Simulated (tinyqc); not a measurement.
Worked calculation: geometry optimisation on the RHF/sto-3g surface (energies and gradients from PySCF), for H2O, spin multiplicity 1. Computed by tinyqc, a small Python program that keeps every step (integrals from PySCF). Settings: charge = 0, multiplicity = 1, basis = sto-3g, optimiser = bfgs, first Hessian = 0.6, largest step = 0.5, iteration cap = 30. Command: `OMP_NUM_THREADS=1 python tinyqc.py 23949 23950 out.jsonl` (the two numbers bound the seeds that draw the settings). One thread of a shared host (Intel(R) Xeon(R) Processor @ 2.60GHz), about 0.3 s of CPU time with the checks.

## Step 1: energy and gradient

positions at the start (bohr):
```
          x        y       z
1O  -0.0435   0.0208  0.0208
2H  -0.0151   1.6063  1.0998
3H  -0.0076  -1.5458  1.1527
```

Self-consistent energy and analytic gradient at these positions.

energy = -74.959237 hartree

gradient (hartree/bohr):
```
            x          y          z
1O  -0.000006   0.007061   0.000247
2H  -0.000178   0.041875  -0.003361
3H   0.000184  -0.048936   0.003114
```

## Step 1: move

Quasi-Newton step p = -H^(-1) g (first H = 0.6 times the unit matrix); steps longer than 0.5 bohr are cut back.

positions after step 1 (bohr):
```
          x        y       z
1O  -0.0435   0.0090  0.0204
2H  -0.0148   1.5365  1.1054
3H  -0.0079  -1.4642  1.1475
```

## Step 2: energy and gradient

As before.

energy = -74.963650 hartree

gradient (hartree/bohr):
```
            x          y          z
1O   0.000851  -0.009734   0.028632
2H  -0.000342   0.016897  -0.010638
3H  -0.000510  -0.007162  -0.017994
```

## Step 2: move

inverse Hessian in use (bohr^2/hartree), lower triangle:
```
         1        2        3        4        5        6        7       8
1   1.6667
2   0.0031   1.6017
3   0.0000   0.1028   1.6739
4  -0.0001  -0.0005  -0.0027   1.6667
5   0.0182  -0.1148   0.6195  -0.0097   2.5921
6  -0.0014  -0.0245  -0.0509   0.0016  -0.2740   1.7047
7   0.0001  -0.0026   0.0026   0.0000  -0.0085  -0.0002   1.6666
8  -0.0213   0.1798  -0.7223   0.0102  -0.8107   0.2985   0.0111  2.2976
9   0.0014  -0.0784   0.0436   0.0010  -0.3454   0.0129  -0.0025  0.4238

        9
9  1.6102
```

Quasi-Newton step p = -H^(-1) g (the inverse Hessian comes from BFGS updates; coordinates in the order x, y, z of each atom); steps longer than 0.5 bohr are cut back.

positions after step 2 (bohr):
```
          x        y        z
1O  -0.0453   0.0232  -0.0419
2H  -0.0139   1.4589   1.1318
3H  -0.0069  -1.4008   1.1835
```

## Step 3: energy and gradient

As before.

energy = -74.965793 hartree

gradient (hartree/bohr):
```
            x          y          z
1O   0.000034   0.012976   0.002019
2H  -0.000171  -0.008173  -0.006418
3H   0.000137  -0.004803   0.004399
```

## Step 3: move

inverse Hessian in use (bohr^2/hartree), lower triangle:
```
         1        2        3        4        5       6        7       8
1   1.6668
2   0.0097   1.4903
3   0.0064   0.3207   1.9067
4  -0.0003  -0.0031  -0.0088   1.6669
5   0.0181   0.2185   0.6370  -0.0134   2.2749
6  -0.0074  -0.0911  -0.2611   0.0059  -0.4206  1.8409
7   0.0001  -0.0066   0.0024   0.0001  -0.0047  0.0015   1.6665
8  -0.0278  -0.0422  -0.9577   0.0165  -0.8267  0.5118   0.0113  2.5356
9   0.0011  -0.2295   0.0211   0.0029  -0.2164  0.0869  -0.0040  0.4459

        9
9  1.5587
```

As before.

positions after step 3 (bohr):
```
          x        y        z
1O  -0.0455   0.0052  -0.0511
2H  -0.0136   1.4676   1.1439
3H  -0.0070  -1.3916   1.1805
```

## Convergence

Stop when the largest gradient component is below 3e-5 hartree/bohr. The inverse Hessian follows the BFGS update with s = step, y = change of gradient.

Course of the optimisation:

| step | E (hartree) | largest gradient (hartree/bohr) |
|---|---|---|
| 1 | -74.959237 | 4.89e-02 |
| 2 | -74.963650 | 2.86e-02 |
| 3 | -74.965793 | 1.30e-02 |
| 4 | -74.965746 | 1.36e-02 |
| 5 | -74.965901 | 2.90e-04 |
| 6 | -74.965901 | 1.51e-05 |

Final distances (angstrom):

| pair | distance |
|---|---|
| 2H-1O | 0.9894 |
| 3H-1O | 0.9894 |
| 3H-2H | 1.5161 |

Converged in 6 steps.
